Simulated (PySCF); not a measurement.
C2H5ClO2S.
Geometry (PBE0-D3(BJ)/def2-TZVP, Å), atoms numbered from 1 in this order:
```xyz
11
C2H5ClO2S angstrom
C     -1.291    0.283   -0.336
C     -0.247   -0.366    0.542
S      1.407   -0.238   -0.094
O      1.426   -0.604   -1.471
O      2.314   -0.818    0.839
Cl     1.698    1.795   -0.013
H     -2.278    0.114    0.099
H     -1.276   -0.142   -1.339
H     -1.132    1.359   -0.410
H     -0.378   -1.450    0.614
H     -0.204    0.042    1.553
```

Level: wB97X-D/pcSseg-2 in PySCF, non-relativistic, on one gas-phase PBE0-D3(BJ)/def2-TZVP geometry that isn't relaxed in the solvent. The solvent is an IEF-PCM continuum (van der Waals radii × 1.2). Only the electrostatic response of the medium enters.

Gas phase at wB97X-D/pcSseg-2: HOMO -11.08 eV, LUMO 0.38 eV, dipole 4.26 D.

Q: What does the continuum do to the energy, the frontier levels and the dipole at wB97X-D/pcSseg-2 in chloroform?

A: 
```csv
solvent,ε,E(solvent) − E(gas) (kcal/mol),polarisation term (kcal/mol),distortion of the solute (kcal/mol),HOMO (eV),LUMO (eV),dipole (D)
chloroform,4.711,-5.36,-6.08,0.72,-11.14,0.42,5.07
```

The polarisation term is half the interaction of the solute with the surface charges that it induces; the rest is the cost of distorting the solute's density. The sum is the electrostatic part of solvation alone.

Q: Which radius a makes the point-dipole formula ΔE = −[(ε − 1)/(2ε + 1)]·μ²/a³ give the value in chloroform, with the gas-phase dipole?

A: μ = 1.677 au and |ΔE| = 0.00855 Eh give a = 2.59 Å; the farthest nucleus lies 2.59 Å from the centroid of the nuclei. The formula assumes a rigid point dipole at the centre of a sphere.

Q: Give the dipole vector in the frame of the coordinates (D, pointing from negative to positive charge), gas and chloroform.

A: Gas (-4.04, 0.51, 1.27), solvent (-4.78, 0.59, 1.59). Its length changes by +19 % and its direction by less than 1°.

Note: wB97X-D ran without an empirical dispersion term, which enters the total energy and its gradient alone.
